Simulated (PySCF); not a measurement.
# A diatomic session: AlCl−

One table from this session's results is given with a row withheld; the runs are named, their logs left out.

Program: PySCF 2.14.0. Level of theory: Al def2-TZVPPD, Cl def2-TZVPPD, no relativity. These are calculated values, not measurements.

1 further run of the same task is left out (set aside as unsound or not needed).

The first run:

The job is set up so:

```json
{"atoms": "Al, Cl", "charge": "-1", "basis": "Al def2-TZVPPD, Cl def2-TZVPPD", "Hamiltonian": "no relativity", "basis functions": "99", "electrons treated": "31", "masses in u": "26.9815, 34.9689", "levels": "PBE0, PBE, r²SCAN, B2PLYP, PBEsol, TPSS, M06, r²SCAN0, ωB97X-V, HF, MP2, SCS-MP2, CCSD, CCSD(T)", "grid": "80 radial by 434 angular points", "occupations": "held fixed by the projection of orbital angular momentum", "dissociation limit": "Al + Cl−, each in its ground configuration", "starting distance in angstrom": "2.265", "values of 2S to try": "1, 3"}
```

The run is started by

```console
> OMP_NUM_THREADS=2 python dia.py task.json out
```

Steps of the session up to this table: Input; PBE0 along the bond; Higher solutions at PBE0; PBE; r²SCAN; B2PLYP; PBEsol (GGA); TPSS (meta-GGA); M06; r²SCAN0 (hybrid meta-GGA); ωB97X-V; UHF (mean field); Adding correlation.

One table of the session follows, with a row left open; its other results are not shown here.

Energy (eV) from each level's lowest point:

| R (Å) | UHF | UHF-MP2 | UHF-SCS-MP2 | UHF-CCSD | UHF-CCSD(T) |
| --- | --- | --- | --- | --- | --- |
| 1.989 | 0.572 | 0.532 | 0.550 | n/a | n/a |
| 2.082 | 0.256 | 0.227 | 0.240 | 0.234 | 0.234 |
| 2.174 | ? | ? | ? | ? | ? |
| 2.244 | 0.023 | 0.014 | 0.017 | 0.015 | 0.015 |
| 2.313 | 0.000 | 0.000 | 0.000 | 0.000 | 0.000 |
| 2.382 | 0.006 | 0.016 | 0.012 | 0.014 | 0.014 |
| 2.475 | 0.043 | 0.067 | 0.058 | 0.063 | 0.065 |
| 2.591 | 0.118 | 0.162 | 0.147 | 0.156 | 0.160 |
| 2.729 | 0.228 | 0.298 | 0.276 | 0.288 | 0.295 |
| 2.914 | 0.381 | 0.487 | 0.455 | n/a | n/a |

Estimate the missing values for R (Å) = 2.174.

Worked estimate for «UHF». A straight line through the neighbours (2.082, 0.256) and (2.244, 0.023) gives 0.256 + (0.023 − 0.256) × (2.174 − 2.082) / (2.244 − 2.082) = 0.124; a parabola fitted to 4 rows on both sides gives 0.079.

**Answer.** UHF: 0.085; UHF-MP2: 0.067; UHF-SCS-MP2: 0.075; UHF-CCSD: 0.071; UHF-CCSD(T): 0.071. In «UHF» the line misses by +0.039 and the parabola by -0.006.

Limits of these values: Lowest PBE0 solution found, without spin–orbit coupling: ²Π (doublet), unpaired electrons π ↑. Warnings in the runs' records: inverted.
